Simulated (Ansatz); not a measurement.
Saddle point of Si2H6F, doublet (SiH₃F ([F][SiH3]) + SiH₃ → SiH₃F ([F][SiH3]) + SiH₃; bonds formed: F1–Si3; bonds broken: F1–Si2), PBE0-D4/def2-TZVP structure:

```tsv
atom	x (Å)	y (Å)	z (Å)
F1	-0.0268	0.0047	-0.0051
Si2	-0.4783	-1.3081	1.2701
Si3	0.4754	1.3086	-1.2705
H4	-1.0517	-0.5683	2.4112
H5	-1.4530	-2.1913	0.6006
H6	0.7919	-1.9855	1.5958
H7	-0.7208	2.1507	-1.4667
H8	1.6037	2.0352	-0.6559
H9	0.8595	0.5539	-2.4794
```

Energies are electronic, without zero-point energy. Barriers and step energies count from the start structure reached by relaxing down the imaginary mode; all methods use the PBE0-D4 structures, on which another method's saddle can fall below an end. Ansatz 0.2.0; basis: def2-TZVPP, with def2-QZVPP for the basis limit; cores frozen in the correlated methods; orbitals are unrestricted. B3LYP uses VWN-RPA correlation. Extrapolation: Hartree–Fock as exp(−7.88 √X), correlation as X^−2.97.

```csv
method,barrier (kcal/mol),step energy (kcal/mol)
SPW92,16.77,-0.01
PBE-D4,22.41,0.00
BLYP-D4,?,0.00
r2SCAN-D4,29.02,0.00
B97M-V,27.35,0.00
PBE0-D4,29.18,0.00
B3LYP-D4,28.01,0.00
r2SCAN0-D4,?,0.00
BHLYP-D4,35.53,0.00
CAM-B3LYP-D4,32.07,0.00
wB97X-V,?,0.00
wB97M-V,30.30,0.00
B2PLYP,31.29,0.00
PBE-QIDH,35.32,0.00
RPA on PBE,34.23,0.00
HF,54.14,0.01
MP2,35.40,0.00
CCSD,39.06,0.00
CCSD(T),36.50,0.00
```

Fill in the withheld barriers. (An estimate is asked for; the value comes from the calculation.)

Computed: BLYP-D4 23.08; wB97X-V 34.91; r2SCAN0-D4 33.28 kcal/mol. Each is the energy of the saddle less that of the start structure, by the same method.

For comparison, the barrier by CCSD(T) at an estimated basis limit (MP2 extrapolated from triple and quadruple zeta, plus CCSD(T) − MP2 in triple zeta) is 34.59 kcal/mol.

T1 diagnostic: at most 0.014. ⟨S²⟩ of the unrestricted Hartree–Fock references: 0.76 (a pure state has 0.75).

Radical steps of this kind take place in plasma deposition and etching.

Labels in which every atom is bracketed show which atoms are joined, not bond orders.

For scale, one of the runs: CCSD(T)/def2-TZVPP, 199 basis functions (an equivalent command: `ansatz run in.yaml --threads 4`). The run took 60 s on 4 CPU threads (shared host), with 5.8 GiB of host memory at its peak.
